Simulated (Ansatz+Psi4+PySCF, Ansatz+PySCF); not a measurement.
Two shapes of triplet CH2.

Shape 1:

```xyz
3

C     0.0000    0.0000    0.1104
H     0.0000    0.9826   -0.3311
H     0.0000   -0.9826   -0.3311
```

Shape 2:

```xyz
3

C     0.0000    0.0000    0.0967
H     0.0000    0.9370   -0.3243
H     0.0000   -0.9370   -0.3243
```

Basis set: cc-pVTZ (spherical functions). Frozen core: 1 orbital. Correlation on ROHF uses semicanonical orbitals with singles. Charge 0, multiplicity 3.

Computed with Ansatz (development build ahead of 0.2.0); each method stands on the lowest determinant of its kind that the runs found.

**Question.** Which shape is lower in energy, and by how much in each method?

**Answer.**

| method | E(2) − E(1) (eV) |
| --- | --- |
| ROHF-MP2 | 0.089 |
| UHF-MP2 | 0.089 |
| UHF-CCSD | 0.101 |
| ROHF-CCSD(T) | 0.106 |
| UHF-CCSD(T) | 0.106 |

Shape 1 is lower.
